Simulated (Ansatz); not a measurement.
Barrier H + PH3 (SMILES P) via H4P, on the benchmark's geometries as Psi4's copy gives them; open shells unrestricted, no zero-point energy, no spin–orbit coupling.
Transition structure (charge 0, multiplicity 2):
```xyz
5

P      0.217     0.000    -0.111
H      0.247     1.035     0.852
H      0.263    -1.025     0.862
H     -1.266    -0.011    -0.151
H     -2.504     0.000     0.106
```

Frozen-core correlation. MP2 and its Hartree–Fock in aug-cc-pV(Q+d)Z are density fitted.

Run with Ansatz (Gaussian basis) for Hartree–Fock, density functionals and correlated methods. Each number belongs to the level named beside it.

The barrier height is − E(H) − E(H3P) + E(TS). Total energies (hartree):

```
level                             H           H3P            TS
-----------------------  ----------  ------------  ------------
HF/aug-cc-pV(T+d)Z       -0.4998212  -342.4906282  -342.9740672
MP2/aug-cc-pV(T+d)Z      -0.4998212  -342.6637903  -343.1549148
HF/aug-cc-pV(Q+d)Z       -0.4999483  -342.4940269  -342.9775097
MP2/aug-cc-pV(Q+d)Z      -0.4999483  -342.6775338  -343.1687778
CCSD(T)/aug-cc-pV(T+d)Z  -0.4998212  -342.6989851  -343.1942294
```

Task: Work out the barrier height at the basis-set limit: extrapolate the MP2 correlation part as X⁻³, take Hartree–Fock from the larger set, and add the CCSD(T) − MP2 difference of aug-cc-pV(T+d)Z.

Result: 
1. Differences (1 hartree = 627.509 kcal/mol): HF/aug-cc-pV(T+d)Z 10.280; MP2/aug-cc-pV(T+d)Z 5.457; HF/aug-cc-pV(Q+d)Z 10.332; MP2/aug-cc-pV(Q+d)Z 5.462; CCSD(T)/aug-cc-pV(T+d)Z 2.872.
2. Correlation parts, MP2 less HF: -4.823 in aug-cc-pV(T+d)Z (X = 3), -4.870 in aug-cc-pV(Q+d)Z (X = 4).
3. Limit (4³·(-4.870) − 3³·(-4.823))/(4³ − 3³) = -4.905; with HF/aug-cc-pV(Q+d)Z it gives 5.427.
4. CCSD(T) less MP2 in aug-cc-pV(T+d)Z: -2.585.
Result: 2.84 kcal/mol, against 5.46 at MP2/aug-cc-pV(T+d)Z. It is an estimate of this method's limit, not of the exact value.

Ansatz is a quantum-chemistry and plane-wave program.
